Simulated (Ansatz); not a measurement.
**One shape, several levels: BN2H5 (SMILES NBN)**

Wanted: a comparison of 5 runs (HF/3-21G, HF/def2-SVP, HF/aug-cc-pVDZ, PBE0/def2-SVP, CCSD(T)/cc-pVDZ) of BN2H5. 

The calculation is run with Ansatz 0.2.0.

13 further runs of the same task are left out: 1 for a known fault of the program, 1 that didn't finish, 11 set aside as unsound or not needed.

### 1 Starting point

The species is BN2H5 (8 atoms), meant as a singlet with charge 0. As SMILES, `NBN`. The shape is that of a PBE0-D4/def2-TZVP optimisation.

Bond lengths: N1–B2 1.409 Å, B2–N3 1.409 Å, N1–H4 1.005 Å, N1–H5 1.002 Å, B2–H6 1.200 Å, N3–H7 1.003 Å, N3–H8 1.005 Å. Angles: N1–B2–N3 122.9°, N1–B2–H6 118.5°, N3–B2–H6 118.5°, B2–N1–H4 124.5°, B2–N1–H5 121.9°, B2–N3–H7 121.9°, B2–N3–H8 124.5°, H4–N1–H5 113.6°, H7–N3–H8 113.6°.

### 2 Energy and gradient at HF/3-21G (run 1)

run.yaml

```yaml
crystal:
  periodic: [false, false, false]
  atoms:
    - symbol: N
      position_ang: [-0.971000, 0.516500, -0.581100]
    - symbol: B
      position_ang: [0.194200, 0.386600, 0.200500]
    - symbol: N
      position_ang: [0.848200, -0.845200, 0.401400]
    - symbol: H
      position_ang: [-1.426800, -0.244500, -1.053400]
    - symbol: H
      position_ang: [-1.423900, 1.400900, -0.713700]
    - symbol: H
      position_ang: [0.649700, 1.368600, 0.718000]
    - symbol: H
      position_ang: [1.676700, -0.919800, 0.960900]
    - symbol: H
      position_ang: [0.545000, -1.720300, 0.011600]
basis:
  gaussian:
    orbitals: 3-21G.json
hamiltonian:
  xc: hf
accuracy: high
output: {forces: true, orbitals: {seedname: orbitals}}
```

The basis set 3-21G is read from a file made from the Basis Set Exchange's data (not shown).

Launch:

```
$ ansatz run run.yaml --threads 1 --pin off --max-ram 2610MiB --events-out events.jsonl --progress --plain --runs-dir runs
```

Output:

```text
Warning: RAYON_NUM_THREADS=1 ignored (pool sized by the plan → 1); use --threads N
Functional definition: HF
  name "HF"
  exchange = exact_x
  correlation = 0
901 factors; integrals over basis functions are off by at most 5.9e-9 eV
mean field evaluation 1: about -3693.9580 eV, gradient 3.2e1 eV
mean field evaluation 2: about -3693.9577 eV, gradient 3.2e1 eV
mean field evaluation 4: about -3696.0773 eV, gradient 2.0e0 eV
mean field evaluation 8: about -3696.0896 eV, gradient 2.1e-4 eV
mean field -3696.08960420 eV, -135.8287876549 hartree, gradient 2.1e-8 eV, S^2 0.000000; 0 other end points of the search recorded, 0 dependent functions left out
the calculation of the forces begins
reference -3696.08960420 eV, -135.8287876549 hartree; 12, 12 occupied and 25, 25 virtual orbitals, 901 factors
Total energy: -3696.08960420 eV, -135.8287876549 hartree
Atom 0 at    -0.971000     0.516500    -0.581100 Å, force    -0.729872     0.190481    -0.467033 eV/Å
Atom 1 at     0.194200     0.386600     0.200500 Å, force     0.198086     0.429460     0.225639 eV/Å
Atom 2 at     0.848200    -0.845200     0.401400 Å, force     0.490101    -0.713439     0.193877 eV/Å
Atom 3 at    -1.426800    -0.244500    -1.053400 Å, force     0.139625     0.141349     0.125788 eV/Å
Atom 4 at    -1.423900     1.400900    -0.713700 Å, force     0.084925    -0.175073     0.022858 eV/Å
Atom 5 at     0.649700     1.368600     0.718000 Å, force    -0.046224    -0.100128    -0.052688 eV/Å
Atom 6 at     1.676700    -0.919800     0.960900 Å, force    -0.164641     0.009222    -0.112476 eV/Å
Atom 7 at     0.545000    -1.720300     0.011600 Å, force     0.028001     0.218129     0.064036 eV/Å
Dipole moment:    -0.117175    -0.252557    -0.132990 e Å
```

It took 0.76 s on 1 thread of Arm Neoverse N1, shared host.

### 3 Energy and forces at HF/def2-SVP (run 2)

in.yaml

```yaml
basis:
  gaussian: {orbitals: def2-SVP}
crystal:
  periodic: [false, false, false]
  atoms:
    - {symbol: N, position_ang: [-0.971000, 0.516500, -0.581100]}
    - {symbol: B, position_ang: [0.194200, 0.386600, 0.200500]}
    - {symbol: "N", position_ang: [0.848200, -0.845200, 0.401400]}
    - {symbol: H, position_ang: [-1.426800, -0.244500, -1.053400]}
    - {symbol: H, position_ang: [-1.423900, 1.400900, -0.713700]}
    - {symbol: H, position_ang: [0.649700, 1.368600, 0.718000]}
    - {symbol: H, position_ang: [1.676700, -0.919800, 0.960900]}
    - {symbol: H, position_ang: [0.545000, -1.720300, 0.011600]}
total_charge: 0
hamiltonian: {xc: hf}
accuracy: high
output: {forces: true, orbitals: {seedname: orbitals}}
```

Launch:

```
$ ansatz run in.yaml --threads 1 --pin off --max-ram 2610MiB --events-out events.jsonl --progress --plain --runs-dir runs
```

Output:

```text
Warning: RAYON_NUM_THREADS=1 ignored (pool sized by the plan → 1); use --threads N
[... 4 set-up lines as earlier in the session ...]
1614 factors; integrals over basis functions are off by at most 3.4e-9 eV
mean field evaluation 1: about -3710.6314 eV, gradient 3.8e1 eV
mean field evaluation 2: about -3710.6317 eV, gradient 3.8e1 eV
mean field evaluation 4: about -3713.7417 eV, gradient 2.6e0 eV
mean field evaluation 8: about -3713.7651 eV, gradient 2.6e-5 eV
mean field -3713.76505806 eV, -136.4783486033 hartree, gradient 2.9e-8 eV, S^2 0.000000; 0 other end points of the search recorded, 0 dependent functions left out
the calculation of the forces begins
reference -3713.76505806 eV, -136.4783486033 hartree; 12, 12 occupied and 55, 55 virtual orbitals, 1614 factors
Total energy: -3713.76505806 eV, -136.4783486033 hartree
Atom 0 at    -0.971000     0.516500    -0.581100 Å, force    -0.404163     0.071818    -0.265587 eV/Å
Atom 1 at     0.194200     0.386600     0.200500 Å, force    -0.029167    -0.060489    -0.032409 eV/Å
Atom 2 at     0.848200    -0.845200     0.401400 Å, force     0.250900    -0.408795     0.090247 eV/Å
Atom 3 at    -1.426800    -0.244500    -1.053400 Å, force     0.157177     0.250572     0.160425 eV/Å
Atom 4 at    -1.423900     1.400900    -0.713700 Å, force     0.119138    -0.268474     0.027463 eV/Å
Atom 5 at     0.649700     1.368600     0.718000 Å, force     0.057273     0.122993     0.064885 eV/Å
Atom 6 at     1.676700    -0.919800     0.960900 Å, force    -0.245722     0.002040    -0.170122 eV/Å
Atom 7 at     0.545000    -1.720300     0.011600 Å, force     0.094564     0.290336     0.125097 eV/Å
Dipole moment:    -0.108935    -0.234817    -0.123656 e Å
```

It took 3 s on 1 thread of Arm Neoverse N1, shared host; peak memory 0.14 GiB.

Runs 3 to 4 aren't shown in full; the table further down has their settings and results.

### 4 Energy and forces at CCSD(T)/cc-pVDZ (run 5)

job.yaml

```yaml
crystal:
  periodic: [false, false, false]
  atoms:
    - {symbol: N, position_ang: [-0.971000, 0.516500, -0.581100]}
    - {symbol: B, position_ang: [0.194200, 0.386600, 0.200500]}
    - {symbol: "N", position_ang: [0.848200, -0.845200, 0.401400]}
    - {symbol: H, position_ang: [-1.426800, -0.244500, -1.053400]}
    - {symbol: H, position_ang: [-1.423900, 1.400900, -0.713700]}
    - {symbol: H, position_ang: [0.649700, 1.368600, 0.718000]}
    - {symbol: H, position_ang: [1.676700, -0.919800, 0.960900]}
    - {symbol: H, position_ang: [0.545000, -1.720300, 0.011600]}
basis:
  gaussian: {orbitals: cc-pVDZ}
accuracy: high
magnetization: {spin_polarized: false}
scf: {omitted_lower_state_checks: [cluster_reference, increment]}
correlation: {method: ccsd_t, frozen_orbitals: {B: 1, H: 0, "N": 1}}
output: {forces: true, orbitals: {seedname: orbitals}}
```

Launch:

```
$ ansatz run job.yaml --threads 1 --pin off --max-ram 2610MiB --events-out events.jsonl --progress --plain --runs-dir runs
```

Output:

```text
Warning: RAYON_NUM_THREADS=1 ignored (pool sized by the plan → 1); use --threads N
[... 4 set-up lines as earlier in the session ...]
these checks for a lower state are left out or cut short: cluster_reference, increment
1579 factors; integrals over basis functions are off by at most 2.9e-9 eV
mean field evaluation 1: about -3713.6219 eV, gradient 3.7e1 eV
mean field evaluation 2: about -3713.6218 eV, gradient 3.7e1 eV
mean field evaluation 4: about -3716.6918 eV, gradient 2.6e0 eV
mean field evaluation 8: about -3716.7160 eV, gradient 3.0e-5 eV
mean field -3716.71604137 eV, -136.5867952397 hartree, gradient 2.8e-8 eV, S^2 0.000000; 0 other end points of the search recorded, 0 dependent functions left out
3 core orbitals not correlated: weight in the atoms' cores, before any rotation towards them, 1.000 or more for the frozen orbitals, at most 0.000 for the correlated occupied ones
reference -3716.71604137 eV, -136.5867952397 hartree; 9, 9 occupied and 55, 55 virtual orbitals, 1579 factors
second order -11.71620743 eV of doubles, -0.00000000 eV of singles
cycle   1  -12.25089811 eV  change   -5.3e-1 eV  update   7.0e-2
cycle   2  -12.53967363 eV  change   -2.9e-1 eV  update   2.1e-2
cycle   3  -12.59933529 eV  change   -6.0e-2 eV  update   1.0e-2
cycle   4  -12.59464494 eV  change    4.7e-3 eV  update   2.8e-3
cycle   5  -12.59446784 eV  change    1.8e-4 eV  update   8.9e-4
cycle   6  -12.59424107 eV  change    2.3e-4 eV  update   2.2e-4
cycle   7  -12.59415344 eV  change    8.8e-5 eV  update   5.6e-5
cycle   8  -12.59413582 eV  change    1.8e-5 eV  update   1.8e-5
cycle   9  -12.59413073 eV  change    5.1e-6 eV  update   4.0e-6
cycle  10  -12.59412811 eV  change    2.6e-6 eV  update   1.0e-6
cycle  11  -12.59412867 eV  change   -5.7e-7 eV  update   3.2e-7
cycle  12  -12.59412873 eV  change   -6.1e-8 eV  update   1.0e-7
cycle  13  -12.59412886 eV  change   -1.2e-7 eV  update   3.9e-8
cycle  14  -12.59412887 eV  change   -1.7e-8 eV  update   2.1e-8
cycle  15  -12.59412924 eV  change   -3.6e-7 eV  update   1.1e-7
cycle  16  -12.59412924 eV  change   -3.4e-9 eV  update   3.2e-8
cycle  17  -12.59412926 eV  change   -1.7e-8 eV  update   8.6e-9
cycle  18  -12.59412926 eV  change  -9.5e-10 eV  update   2.6e-9
cycle  19  -12.59412926 eV  change   -1.8e-9 eV  update  6.4e-10
cycle  20  -12.59412926 eV  change  -9.2e-10 eV  update  1.9e-10
perturbative correction -0.31795722 eV, -0.0116847125 hartree
the calculation of the forces begins
Total energy: -3729.62812785 eV, -137.0613056659 hartree
Atom 0 at    -0.971000     0.516500    -0.581100 Å, force    -0.082716     0.030832    -0.051137 eV/Å
Atom 1 at     0.194200     0.386600     0.200500 Å, force     0.061577     0.135039     0.070683 eV/Å
Atom 2 at     0.848200    -0.845200     0.401400 Å, force     0.066931    -0.071764     0.031593 eV/Å
Atom 3 at    -1.426800    -0.244500    -1.053400 Å, force    -0.194231    -0.351993    -0.206944 eV/Å
Atom 4 at    -1.423900     1.400900    -0.713700 Å, force    -0.214172     0.410766    -0.064294 eV/Å
Atom 5 at     0.649700     1.368600     0.718000 Å, force     0.129241     0.278208     0.146662 eV/Å
Atom 6 at     1.676700    -0.919800     0.960900 Å, force     0.383504    -0.039041     0.258015 eV/Å
Atom 7 at     0.545000    -1.720300     0.011600 Å, force    -0.150134    -0.392047    -0.184578 eV/Å
Dipole moment:    -0.120940    -0.260696    -0.137302 e Å
Checks for a lower state left out: cluster_reference, increment
```

It took 37 s on 1 thread of Arm Neoverse N1, shared host; peak memory 0.44 GiB.

### 5 All runs side by side

```csv
run,level,frozen core orbitals,energy (Eh),dipole moment (D),HOMO energy (eV),LUMO energy (eV),wall time
1,HF/3-21G,–,-135.828788,1.48,-9.89,6.91,0.76 s
2,HF/def2-SVP,–,-136.478349,1.38,-10.16,5.03,3 s
3,HF/aug-cc-pVDZ,–,-136.601298,1.21,-10.28,0.97,9.9 s
4,PBE0/def2-SVP,–,-137.176674,1.54,-6.58,2.05,7.5 s
5,CCSD(T)/cc-pVDZ,3,-137.061306,1.53,-10.05,5.20,37 s
```

### 6 What came out

```
                                          quantity          value
                               run 5: total energy  -137.06131 Eh
         run 5: dipole moment (correlated density)         1.53 D
        run 5: HOMO energy (Hartree–Fock orbitals)      -10.05 eV
        run 5: LUMO energy (Hartree–Fock orbitals)        5.20 eV
      run 5: HOMO–LUMO gap (Hartree–Fock orbitals)       15.25 eV
run 5: correlation energy (3 core orbitals frozen)     -474.5 mEh
                             run 5: (T) correction     -11.68 mEh
                              run 5: T1 diagnostic          0.012
                   run 5: largest force on an atom     0.468 eV/Å
```

In words: The dipole moment (its size) runs from 1.21 D (HF/aug-cc-pVDZ) to 1.54 D (PBE0/def2-SVP). The two ends differ in method and basis. Over runs 1, 2, 3, 4 the HOMO–LUMO gap runs from 8.63 eV (PBE0/def2-SVP) to 16.80 eV (HF/3-21G). All runs together took 58 s, the longest 37 s.
